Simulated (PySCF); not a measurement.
Delta-SCF ions had no search for a lower state. Excitations are Tamm–Dancoff values on a coarser integration grid. The basis has no diffuse functions, so Rydberg states are missing or too high.

# CH$_{4}$O, SMILES `CO` (charge 0, multiplicity 1)

All values below come from PBE0-D4/def2-TZVP // PBE0-D4/def2-SVP (PySCF).

The HOMO is -7.88 eV and the dipole moment is 1.65 D. The HOMO–LUMO gap comes out as 8.98 eV and the LUMO is 1.09 eV. The S1 excitation (TDA) is 7.21 eV and the S1 oscillator strength is 0.000. The brightest of the four lowest singlets (TDA) comes out as 8.65 eV. The T1 excitation (TDA) is 6.79 eV and the S1–T1 gap (TDA) comes out as 0.42 eV. The vertical ionisation energy (Delta-SCF) is 10.78 eV. The total energy comes out as -3146.68 eV. The cost comes out as very roughly 23 core-seconds.

Bonds (Å): C1–O2 1.397, C1–H3 1.108, C1–H4 1.100, C1–H5 1.108, O2–H6 0.962. Bond angles (°): O2–C1–H3 113.3, O2–C1–H4 107.7, O2–C1–H5 113.3, H3–C1–H4 107.2, H3–C1–H5 107.7, H4–C1–H5 107.2, C1–O2–H6 108.2.
